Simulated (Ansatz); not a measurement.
Energy needed to pull apart C2H4S (SMILES CC=S), singlet, into free ground-state atoms, from the structure below (displaced at random from a GFN2-xTB minimum); no zero-point or spin–orbit terms; open-shell atoms are treated unrestricted, in their ground-state multiplicity.

```xyz
7
angstrom
C -0.5783 0.2339 -0.2402
C 0.6560 -0.3316 0.0713
S 1.0924 -1.2037 1.2648
H -1.4279 -0.4813 -0.2695
H -0.7656 0.6691 -0.9547
H -0.5987 1.0172 0.7195
H 1.4493 -0.3030 -0.8069
```

Computed with Ansatz 0.2.0 (basis: def2-TZVPP); correlated methods freeze the cores.

```
    method  atomization energy (kcal/mol)
    PBE-D4                          581.7
   BLYP-D4                          565.8
 r2SCAN-D4                          568.0
   PBE0-D4                          569.9
r2SCANh-D4                          564.2
   wB97M-V                          568.6
        HF                              ?
       MP2                          556.3
      CCSD                              ?
   CCSD(T)                          547.7
```

(1) What does HF give? (To be estimated.)

(2) What does CCSD give? (Judge from chemistry; the value comes from the calculation.)

The T1 diagnostic stays at or below 0.015. The restricted Hartree–Fock reference is unstable towards an unrestricted one here.

Results:

(1) By the calculation: 392.4 kcal/mol, which is about 155.3 kcal/mol less than CCSD(T)/def2-TZVPP.

(2) The calculation gives: 537.2 kcal/mol, which is about 10.4 kcal/mol less than CCSD(T)/def2-TZVPP.

In triple zeta the MP2 and coupled-cluster atomization energies are still short of their basis limit by a few kcal/mol a bond, whereas those of the functionals are nearly converged, so these differences are not deviations from converged CCSD(T).

For scale, one of the runs: CCSD(T)/def2-TZVPP forces, 160 basis functions (an equivalent command: `ansatz run in.yaml --threads 4`). Hardware: 4 CPU threads, shared host. Wall time 56 s; peak host memory 2.2 GiB.
